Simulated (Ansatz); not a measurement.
Mulliken charges of HS, SMILES `[SH]` radical from r2SCAN/def2-TZVPP in Ansatz (PBE0-D4/def2-TZVP geometry).

| atom | x (Å) | y (Å) | z (Å) | charge (e) |
| --- | --- | --- | --- | --- |
| S1 | 0.575 | -0.188 | 0.295 | -0.113 |
| H2 | -0.575 | 0.188 | -0.295 | 0.113 |

Q: By hand: the dipole of these point charges (1 e Å = 4.8032 D).

A: Σ q r = (-0.130, 0.042, -0.067) e Å, of length 0.152 e Å = 0.73 D.

Q: How does the dipole of the full density compare? (Best estimate.)

A: The calculation gave: (-0.156, 0.051, -0.080) e Å, 0.88 D; the point charges give 0.83 times that, at 0° from its direction.

Point charges leave out the atoms' own dipoles, such as those of lone pairs, and Mulliken's split depends on the basis, so the two needn't agree.
